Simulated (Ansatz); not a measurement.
Computed with PBE-D3(BJ)/def2-TZVP (Ansatz, a quantum-chemistry and plane-wave program). No frequencies were computed at this level.

Ansatz 0.2 input:
```yaml
crystal:
  periodic: [false, false, false]
  atoms:
    - { symbol: N, position_ang: [-0.001911, 0.38846, -0.000001] }
    - { symbol: H, position_ang: [0.830908, -0.190127, -0.000003] }
    - { symbol: H, position_ang: [-0.828997, -0.198332, 0.000003] }
basis:
  gaussian: { orbitals: def2-tzvp }
hamiltonian:
  xc: pbe
  dispersion: d3bj
relax:
  max_steps: 150
magnetization:
  spin_polarized: true
  initial_magnetization: 1
```

Output:

```
Functional definition: PBE
243 factors; their error is unknown
mean field evaluation 1: about -1515.3544 eV, gradient 3.1e1 eV
mean field evaluation 2: about -1509.2524 eV, gradient 4.6e1 eV
mean field evaluation 4: about -1519.1416 eV, gradient 2.6e-1 eV
mean field evaluation 8: about -1519.1332 eV, gradient 3.3e-3 eV
mean field -1519.13324592 eV, -55.8271170821 hartree, gradient 1.4e-5 eV, S^2 0.752773; 0 other end points of the search recorded, 0 dependent functions left out
reference -1519.13326459 eV, -55.8271177682 hartree; 5, 4 occupied and 38, 39 virtual orbitals, 243 factors
relax step   1: F+E_penalty+E_count = -1519.14581005 eV  Δ(F+E_penalty+E_count) = +0.000e0 eV  max|allowed force component| = 1.613e0 eV/Å  Δτ_max = 0.0000 Å  (25 SCF iters, accepted)
these checks for a lower state are left out or cut short: starts, cluster_reference, orbital_swaps, neighbouring_geometries, increment
243 factors; their error is unknown
mean field evaluation 16: about -1519.1781 eV, gradient 6.0e-3 eV
mean field -1519.16949803 eV, -55.8284493225 hartree, gradient 1.3e-5 eV, S^2 0.752817; 0 other end points of the search recorded, 0 dependent functions left out
reference -1519.16951654 eV, -55.8284500026 hartree; 5, 4 occupied and 38, 39 virtual orbitals, 243 factors
relax step   2: F+E_penalty+E_count = -1519.18206568 eV  Δ(F+E_penalty+E_count) = -3.626e-2 eV  max|allowed force component| = 7.651e-1 eV/Å  Δτ_max = 0.0221 Å  (28 SCF iters, accepted)
these checks for a lower state are left out or cut short: starts, cluster_reference, orbital_swaps, neighbouring_geometries, increment
243 factors; their error is unknown
mean field -1519.18116372 eV, -55.8288780287 hartree, gradient 1.3e-5 eV, S^2 0.752848; 0 other end points of the search recorded, 0 dependent functions left out
reference -1519.18118221 eV, -55.8288787082 hartree; 5, 4 occupied and 38, 39 virtual orbitals, 243 factors
relax step   3: F+E_penalty+E_count = -1519.19373874 eV  Δ(F+E_penalty+E_count) = -1.167e-2 eV  max|allowed force component| = 8.989e-2 eV/Å  Δτ_max = 0.0293 Å  (27 SCF iters, accepted)
these checks for a lower state are left out or cut short: starts, cluster_reference, orbital_swaps, neighbouring_geometries, increment
243 factors; their error is unknown
mean field evaluation 32: about -1519.1906 eV, gradient 4.7e-4 eV
mean field -1519.18211083 eV, -55.8289128345 hartree, gradient 1.3e-5 eV, S^2 0.752853; 0 other end points of the search recorded, 0 dependent functions left out
reference -1519.18212932 eV, -55.8289135137 hartree; 5, 4 occupied and 38, 39 virtual orbitals, 243 factors
relax step   4: F+E_penalty+E_count = -1519.19468401 eV  Δ(F+E_penalty+E_count) = -9.453e-4 eV  max|allowed force component| = 1.076e-2 eV/Å  Δτ_max = 0.0076 Å  (28 SCF iters, accepted)
these checks for a lower state are left out or cut short: starts, cluster_reference, orbital_swaps, neighbouring_geometries, increment
243 factors; their error is unknown
mean field -1519.18211262 eV, -55.8289129002 hartree, gradient 1.3e-5 eV, S^2 0.752852; 0 other end points of the search recorded, 0 dependent functions left out
reference -1519.18213110 eV, -55.8289135795 hartree; 5, 4 occupied and 38, 39 virtual orbitals, 243 factors
relax step   5: F+E_penalty+E_count = -1519.19468577 eV  Δ(F+E_penalty+E_count) = -1.761e-6 eV  max|allowed force component| = 9.596e-5 eV/Å  Δτ_max = 0.0002 Å  (29 SCF iters, accepted)
243 factors; their error is unknown
mean field evaluation 64: about -1519.1821 eV, gradient 2.0e-4 eV
mean field -1519.18211262 eV, -55.8289129002 hartree, gradient 1.3e-5 eV, S^2 0.752852; 1 other end points of the search recorded, 0 dependent functions left out
reference -1519.18213110 eV, -55.8289135795 hartree; 5, 4 occupied and 38, 39 virtual orbitals, 243 factors
Total energy: -1519.19470425 eV, -55.8293756342 hartree
Atom 0 at    -0.002146     0.434480    -0.000001 Å, force    -0.000002     0.000096    -0.000000 eV/Å
Atom 1 at     0.809463    -0.213246    -0.000003 Å, force     0.000076    -0.000048    -0.000000 eV/Å
Atom 2 at    -0.807317    -0.221232     0.000003 Å, force    -0.000074    -0.000048     0.000000 eV/Å
Dipole moment:     0.001958    -0.396327     0.000001 e Å
```

Cost: around 4 core-seconds (rough).
